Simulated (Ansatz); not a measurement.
Seven cases of bond dissociation energy of first-row species (electronic energies, kcal/mol); geometries: B3LYP-D3(BJ)/def2-TZVP. The cases were drawn at random from those of this class that have a high level and all functionals, leaving out states under which another spin lies or may lie. Left out are anions, K, Ca, elements past Kr, ionisation of Li, Na and Mg, pi-pi* triplets of linear molecules and other triplets made from a closed-shell parent. Runs that doubt their state, and full CI more than 15 mEh from coupled cluster, are set aside; a case stays where another high level and all functionals remain. AFQMC serves as high level only in triple zeta or larger, with a steady walk, a bar under 0.8 kcal/mol and agreement with other high levels or trials where they ran; where none ran, an unstable determinant or (outside 3d species) a high T1 diagnostic also bars it, so strongly correlated cases are thinned. No case was kept or dropped by the size of a functional's miss. High levels with a bar over 0.5 kcal/mol are left out too, and the seventh case lies inside the range of the six. Affinities count positive where energy is released, gaps as the second state minus the first. PBE0 is by Ansatz (a program for electronic structure) in def2-TZVPD. High levels (Ansatz): P = CCSD(T)/CBS(cc-pVQZ,cc-pV5Z) + [CCSDT(Q) - CCSD(T)]/cc-pVDZ + core + X2C; Q = CCSD(T)/CBS(cc-pVQZ,cc-pV5Z) + [CCSDT(Q) - CCSD(T)]/cc-pVTZ + [CCSDTQ - CCSDT(Q)]/cc-pVDZ + core + X2C; R = CCSD(T)/CBS(cc-pVTZ,cc-pVQZ) + [CCSDT(Q) - CCSD(T)]/cc-pVDZ + core + X2C. Radicals and triplets start from unrestricted determinants; spin-orbit coupling is neglected. CBS(X,Y): correlation extrapolated as X^-3, Hartree-Fock from the larger set (Q,5: extrapolated as (X+1)exp(-9√X)). A bracket is a step between two methods taken in the basis named. The functionals are non-relativistic, so their misses hold any scalar relativity. 'core' is core correlation in cc-pwCVTZ, 'X2C' scalar relativity in cc-pVTZ-DK, both at CCSD(T). For partners of very few electrons the exact lower level stands in for a higher one. The restricted determinant of C3H3N (C=CC#N, singlet) is unstable towards broken spin symmetry in at least one set run. The UHF reference of CH2N ([CH]=N, doublet) is spin-contaminated (<S^2> up to 0.08 over the pure value in the sets run). The UHF reference of C2H2F ([H]/[C]=C/F, doublet) is spin-contaminated (<S^2> up to 0.18 over the pure value in the sets run). The UHF reference of C3H2N (C=[C]C#N, doublet) is spin-contaminated (<S^2> up to 0.63 over the pure value in the sets run). The UHF reference of C2H2N ([CH2]C#N, doublet) is spin-contaminated (<S^2> up to 0.19 over the pure value in the sets run).

```csv
case,PBE0,level,high level
"H3BO (borinic acid, SMILES BO) → H2BO (SMILES B[O], doublet) + H (doublet)",102.4,Q,109.2
"CH3N (SMILES C=N) → CH2N (SMILES N=[CH], doublet) + H (doublet)",103.8,Q,108.2
"C3H5F (SMILES C(/C)=C/F) → CH3 (SMILES [CH3], doublet) + C2H2F (SMILES C(=[C]\[H])/F, doublet)",108.7,R,111.6
"C2H8N2 (ethane-1,2-diamine, SMILES NCCN) → NH2 (SMILES [NH2], doublet) + C2H6N (SMILES C([CH2])N, doublet)",88.5,R,92.6
"BHF2 (difluoroborane, SMILES FBF) → BF2 (SMILES F[B]F, doublet) + H (doublet)",108.9,P,114.2
"C3H3N (SMILES C=CC#N) → C3H2N (SMILES C=[C]C#N, doublet) + H (doublet)",107.0,R,114.7
"C2H3N (acetonitrile, SMILES C(#N)C) → C2H2N (SMILES [CH2]C#N, doublet) + H (doublet)",98.8,P,withheld
```

Question: Fit a straight line from PBE0 to the high level over the first six rows by least squares, predict the seventh, and compare with the calculation.

Answer: Means: PBE0 103.22, high level 108.42. Sxx = 294.268, Sxy = 306.098, slope 1.0402, intercept +1.05 kcal/mol; residual standard deviation 2.0 kcal/mol. Seventh row: 1.0402·(98.8) +1.05 = 103.8 kcal/mol. The calculation gave 104.0 kcal/mol: the line differs from it by -0.2, PBE0 itself by -5.2.
